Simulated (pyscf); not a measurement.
`[O]=[MoH]([OH])([OH])[Cl]` -> `[O]=[Mo](=[O])([OH])[Cl]` + `[H][H]` (elimination; singlet surface; H–O, H–Mo broken, H–H formed). PySCF, gas phase, ωB97X-D3(BJ)/def2-SVP geometries. Energies in eV from the reactant's lowest minimum found.

| level | barrier | reaction energy |
|---|---|---|
| ωB97X-D3(BJ)/def2-TZVP | (withheld) | -0.46 |
| r²SCAN/def2-TZVP | 1.03 | -0.48 |
| PBE0-D3(BJ)/def2-TZVP | (withheld) | (withheld) |
| M06-2X/def2-TZVP | 1.28 | -0.44 |
| ωB97M-D3(BJ)/def2-TZVP | 1.21 | -0.42 |
| HF/def2-TZVP | 1.80 | -0.43 |

Q: Fill in the missing entries.

A: 
- ωB97X-D3(BJ)/def2-TZVP, barrier: 1.19
- PBE0-D3(BJ)/def2-TZVP, barrier: 1.10
- PBE0-D3(BJ)/def2-TZVP, reaction energy: -0.38

The functionals in the table span 0.25 eV in this barrier, from r²SCAN to M06-2X. At the saddle there is also a short H–Mo contact that neither side keeps. One saddle was located; it need not be the lowest between these sides. Elements past Kr carry the def2 core potentials, without spin-orbit coupling.
